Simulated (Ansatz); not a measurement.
# Si2NH6 radical: basis-set convergence

Aim: see how fast density functionals converge with the basis set for Si2NH6 radical.

Method: one geometry, several basis sets; program: Ansatz 0.2.0, Gaussian basis.

The runs, in order: PBE0-D4/def2-SVP; ωB97M-V/def2-SVP; PBE0-D4/def2-QZVPP; ωB97M-V/def2-QZVPP; the functionals' def2-TZVPP values are taken from earlier runs.

### 1 The relaxed structure

The geometry comes from an earlier relaxation with PBE0-D4 in a triple-zeta def2 set; it is a stationary point, not always the lowest conformer.

SMILES `[SiH2]N[SiH3]`, 9 atoms, charge 0, spin multiplicity 2.

Atoms are counted from 1 here; the program's logs count them from 0.

Bond lengths: Si1–N2 1.730 Å, Si1–H4 1.491 Å, Si1–H5 1.494 Å, N2–Si3 1.731 Å, N2–H6 1.011 Å, Si3–H7 1.488 Å, Si3–H8 1.483 Å, Si3–H9 1.488 Å. Angles: N2–Si1–H4 107.7°, N2–Si1–H5 108.7°, H4–Si1–H5 110.7°, Si1–N2–Si3 128.1°, Si1–N2–H6 115.1°, Si3–N2–H6 116.2°, N2–Si3–H7 111.1°, N2–Si3–H8 106.9°, N2–Si3–H9 112.0°, H7–Si3–H8 109.8°, H7–Si3–H9 107.5°, H8–Si3–H9 109.5°.

### 2 PBE0-D4 in def2-SVP

in.yaml

```yaml
crystal:
  periodic: [false, false, false]
  atoms:
    - {symbol: Si, position_ang: [-1.200856, 0.925305, -0.948367]}
    - {symbol: N, position_ang: [0.196886, 0.625803, 0.025193]}
    - {symbol: Si, position_ang: [0.611744, -0.820464, 0.880208]}
    - {symbol: H, position_ang: [-1.616525, -0.372047, -1.554540]}
    - {symbol: H, position_ang: [-0.842900, 1.913407, -2.010927]}
    - {symbol: H, position_ang: [0.764121, 1.439256, 0.222199]}
    - {symbol: H, position_ang: [1.982631, -1.276549, 0.525392]}
    - {symbol: H, position_ang: [-0.378231, -1.853403, 0.488479]}
    - {symbol: H, position_ang: [0.571629, -0.627709, 2.355364]}
basis:
  gaussian: {orbitals: def2-SVP}
magnetization: {spin_polarized: true, initial_magnetization: 1}
hamiltonian: {xc: pbe0, dispersion: d4}
output: {orbitals: {seedname: orbitals}}
```

Further steps of the session: ωB97M-V in def2-SVP; PBE0-D4 in def2-QZVPP; ωB97M-V in def2-QZVPP.

Q: Predict the results of all the runs planned. Wanted: PBE0-D4: double and triple zeta above quadruple; ωB97M-V: double and triple zeta above quadruple.

The runs gave:

| quantity | value |
| --- | --- |
| PBE0-D4: double and triple zeta above quadruple | 8.15, 0.65 eV |
| ωB97M-V: double and triple zeta above quadruple | 8.23, 0.60 eV |

For PBE0-D4 the step from double to triple zeta gains 7.51 eV and the next only 0.65 eV. Total energies overstate the basis error of differences, where much of it tends to cancel.
